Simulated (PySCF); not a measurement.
# Spin-rotation constants: SMILES [CH3-], [CH₃]-, charge -1

Molfile (atoms numbered from 1):
```
CH3
     RDKit          3D

  4  3  0  0  0  0  0  0  0  0999 V2000
   -0.0109    0.0190    0.3948 C   0  0  0  0  0  0  0  0  0  0  0  0
    0.9551    0.3180   -0.1218 H   0  0  0  0  0  0  0  0  0  0  0  0
   -0.1887   -0.9863   -0.1021 H   0  0  0  0  0  0  0  0  0  0  0  0
   -0.7453    0.6542   -0.1937 H   0  0  0  0  0  0  0  0  0  0  0  0
  1  2  1  0
  1  3  1  0
  1  4  1  0
M  CHG  1   1  -1
M  END
```

Method used: GIAO B3LYP/aug-pcSseg-1 magnetisability, rotational g tensor and spin-rotation constants, non-relativistic, gas phase (PySCF). Geometry: PBE0-D3(BJ)/def2-SVP.

For an ion the centre-of-mass motion in the field is neglected. The highest occupied orbital is unbound at this level, so the values depend on the basis.

Problem. Give the nuclear spin-rotation constants along the inertial axes (H = +C I·J) beside the isotropic shieldings.

Solution. Rotational constants 228.9608, 228.9594, 166.6163 GHz. A star marks the isotopologue with that one atom substituted, in its own axes.
```csv
atom,isotope,Caa (kHz),Cbb (kHz),Ccc (kHz),mean (kHz),σ (ppm)
H2,1H,-11.267,-11.267,-12.318,-11.617,33.8
H3,1H,-11.267,-11.267,-12.318,-11.617,33.8
H4,1H,-11.268,-11.268,-12.318,-11.618,33.8
C1,13C*,4.819,4.819,19.800,9.813,232.0
```
Where two moments of inertia are equal or nearly so, the constants along those axes are given as their average.
For the geometry as given, no vibrational averaging.

Problem. How do the rotational constants and the g tensor change when H2, H3, H4 are replaced by deuterium?

Solution. Constants 120.8982, 120.8975, 83.3722 GHz; g -0.0921, -0.0921, 0.0870, against -0.1520, -0.1520, 0.1739 before.
